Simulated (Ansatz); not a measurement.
# Si₂H₅ radical: one species, many methods

The task here is to estimate one member of a computed series from the others.

Method: functionals in def2-TZVPP, the program's frozen cores in correlated methods; program: Ansatz 0.2.0, Gaussian basis.

Plan: LDA (SPW92), PBE-D4, revPBE-D4, BLYP-D4, r2SCAN-D4, B97M-V, PBE0-D4, B3LYP-D4, r2SCANh-D4, r2SCAN0-D4, HSE06-D4, BHLYP-D4, CAM-B3LYP-D4, LC-ωPBE, ωB97X-V, ωB97M-V, B2PLYP, PBE-QIDH; CCSD(T)/def2-SVP; CCSD(T)/def2-TZVPP; MP2/def2-QZVPP; extrapolation to the limit; RPA on PBE.

**The relaxed structure**

The geometry comes from an earlier relaxation with PBE0-D4 in a triple-zeta def2 set; it is a stationary point, not always the lowest conformer.

SMILES `[SiH2][SiH3]`, 7 atoms, charge 0, spin multiplicity 2.

Atoms are counted from 1 here; the program's logs count them from 0.

Bond lengths: Si1–Si2 2.324 Å, Si1–H3 1.488 Å, Si1–H4 1.488 Å, Si2–H5 1.487 Å, Si2–H6 1.490 Å, Si2–H7 1.487 Å. Angles: Si2–Si1–H3 114.5°, Si2–Si1–H4 114.5°, H3–Si1–H4 109.9°, Si1–Si2–H5 109.0°, Si1–Si2–H6 112.7°, Si1–Si2–H7 109.0°, H5–Si2–H6 108.5°, H5–Si2–H7 109.1°, H6–Si2–H7 108.5°.

Set-up of the first run:

Contents of in.yaml:

```yaml
crystal:
  periodic: [false, false, false]
  atoms:
    - {symbol: Si, position_ang: [-0.209587, -1.361244, -0.191101]}
    - {symbol: Si, position_ang: [0.357874, 0.889169, -0.061969]}
    - {symbol: H, position_ang: [-0.002586, -2.123942, 1.070252]}
    - {symbol: H, position_ang: [-1.573615, -1.624613, -0.725550]}
    - {symbol: H, position_ang: [0.209990, 1.502756, -1.408044]}
    - {symbol: H, position_ang: [-0.495779, 1.643081, 0.898588]}
    - {symbol: H, position_ang: [1.774901, 1.006792, 0.372224]}
basis:
  gaussian: {orbitals: def2-TZVPP}
magnetization: {spin_polarized: true, initial_magnetization: 1}
hamiltonian: {xc: lda}
output: {orbitals: {seedname: orbitals}}
```

Steps of the session up to this table: LDA; PBE-D4 (GGA); revPBE-D4 (GGA); BLYP-D4 (GGA); r2SCAN-D4 (meta-GGA); B97M-V (meta-GGA); PBE0-D4 (hybrid); B3LYP-D4 (hybrid); r2SCANh-D4 (hybrid); r2SCAN0-D4 (hybrid); HSE06-D4 (hybrid); BHLYP-D4 (hybrid); CAM-B3LYP-D4 (range-separated); LC-ωPBE-D4 (range-separated; the results give it without D4); ωB97X-V (range-separated); ωB97M-V (range-separated); B2PLYP (double hybrid); PBE-QIDH (double hybrid).

One table of the session follows, with a row left open; its other results are not shown here.

It belongs to the step «Orbital energies across the functionals». 

```
  functional  HOMO (eV)  LUMO (eV)  gap (eV)
 LDA (SPW92)      -5.15      -4.02      1.14
      PBE-D4      -5.21      -3.60      1.61
   revPBE-D4      -5.20      -3.46      1.74
     BLYP-D4      -4.95      -3.60      1.35
   r2SCAN-D4      -5.56      -3.15      2.41
      B97M-V      -5.34      -3.82      1.52
     PBE0-D4      -6.24      -2.68      3.56
    B3LYP-D4      -5.93      -3.05      2.88
  r2SCANh-D4      -5.93      -2.85      3.08
  r2SCAN0-D4          ?          ?         ?
    HSE06-D4      -5.85      -3.06      2.78
    BHLYP-D4      -7.04      -1.87      5.16
CAM-B3LYP-D4      -7.37      -1.77      5.60
     LC-ωPBE      -8.82      -0.38      8.44
     ωB97X-V      -8.29      -0.92      7.37
     ωB97M-V      -7.95      -1.07      6.88
```

Estimate the missing values for r2SCAN0-D4.

Worked estimate for «HOMO (eV)». Against the share of exact exchange, r2SCAN-D4 (0, -5.56), r2SCANh-D4 (0.1, -5.93) give a slope of -3.70 per unit share; at 0.25 the line stands at -6.48.

The run gave: HOMO (eV): -6.50; LUMO (eV): -2.41; gap (eV): 4.09. In «HOMO (eV)» the line misses by +0.02.
